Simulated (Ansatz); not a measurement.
# Relaxing TlGa3

Computed with DFT PBE, scalar-relativistic, plane waves, PAW in Ansatz 0.2.0. Cutoff 420 eV, Γ-centred k mesh, Gaussian smearing, no spin polarisation in the final step.

The start puts TlGa3 on the Ni3Sn (D0_19) structure type (P6_3/mmc, No. 194), with Tl in place of Sn, Ga in place of Ni, at a guessed volume.

```yaml
crystal:
  lattice:
    - [6.20384, 0.00000, 0.00000]
    - [-3.10192, 5.37268, 0.00000]
    - [0.00000, 0.00000, 4.97954]
  atoms:
    - { symbol: Tl, position: [0.33333, 0.66667, 0.25000] }
    - { symbol: Tl, position: [0.66667, 0.33333, 0.75000] }
    - { symbol: Ga, position: [0.83300, 0.66600, 0.25000] }
    - { symbol: Ga, position: [0.16700, 0.83300, 0.75000] }
    - { symbol: Ga, position: [0.33400, 0.16700, 0.25000] }
    - { symbol: Ga, position: [0.16700, 0.33400, 0.75000] }
    - { symbol: Ga, position: [0.83300, 0.16700, 0.25000] }
    - { symbol: Ga, position: [0.66600, 0.83300, 0.75000] }
```

Cell and atoms relax at zero pressure; the relaxation can't lower the symmetry of the start.

Formation energies are uncorrected and refer to the elements' standard structures at the same level.

Problem. Describe the relaxed structure.

Solution. It keeps P6_3/mmc (No. 194). The result has the Ni3Sn (D0_19) structure. Conventional cell: a = 6.673 Å, c = 4.755 Å. Tl has 12 Ga at 3.19–3.34 Å; Ga has 6 Ga at 2.94–2.99 Å, 4 Tl at 3.19–3.34 Å and 2 Ga at 3.69 Å.

```cif
data_structure
_symmetry_space_group_name_H-M 'P6_3/mmc'
_symmetry_Int_Tables_number 194
_cell_length_a 6.6734
_cell_length_b 6.6734
_cell_length_c 4.7550
_cell_angle_alpha 90.000
_cell_angle_beta 90.000
_cell_angle_gamma 120.000
_cell_volume 183.39
loop_
_atom_site_label
_atom_site_type_symbol
_atom_site_symmetry_multiplicity
_atom_site_Wyckoff_symbol
_atom_site_fract_x
_atom_site_fract_y
_atom_site_fract_z
_atom_site_occupancy
Tl1 Tl 2 c 0.33333 0.66667 0.25000 1
Ga1 Ga 6 h 0.85086 0.70173 0.25000 1
```

Problem. What are its volume, energy, density and gap?

Solution. The volume per atom is 22.92 Å³ and the density is 7.49 g/cm³. The energy over the elements is 0.09 eV/atom. The gap on the 6×6×8 mesh is 0 eV (a metal).

The final run used a 6×6×8 mesh on its 8-atom cell and 0.10 eV smearing. For metals, differences of a few meV/atom aren't resolved. Spin–orbit coupling is left out. Symmetry constrained the relaxation, so the result can be a saddle point.

Cost: 3 runs of about 3.2 core-minutes in all, on Intel Xeon 6975P-C (Granite Rapids) (shared hosts).